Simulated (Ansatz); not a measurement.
System: hcp Hf. Method: RPBE (Ansatz, a quantum-chemistry and plane-wave program, PAW).

Settings: plane-wave cutoff 520 eV, 18×18×12 k mesh (along the axes of the cell as run), Fermi–Dirac smearing 0.05 eV, scalar-relativistic PAW data made under PBE.

Properties against volume:

Shape and atoms are relaxed at each volume.

```json
[
 {"V (Å³/atom)": "22.216", "P (GPa)": "4.46", "c (Å)": "5.046", "a (Å)": "3.189"},
 {"V (Å³/atom)": "22.679", "P (GPa)": "2.13", "c (Å)": "5.079", "a (Å)": "3.211"},
 {"V (Å³/atom)": "23.142", "P (GPa)": "0.00", "c (Å)": "5.111", "a (Å)": "3.234"},
 {"V (Å³/atom)": "23.605", "P (GPa)": "-1.95", "c (Å)": "5.143", "a (Å)": "3.256"},
 {"V (Å³/atom)": "24.068", "P (GPa)": "-3.73", "c (Å)": "5.175", "a (Å)": "3.277"}
]
```

Note: the bulk modulus comes from volumes at which shape and atoms were relaxed.
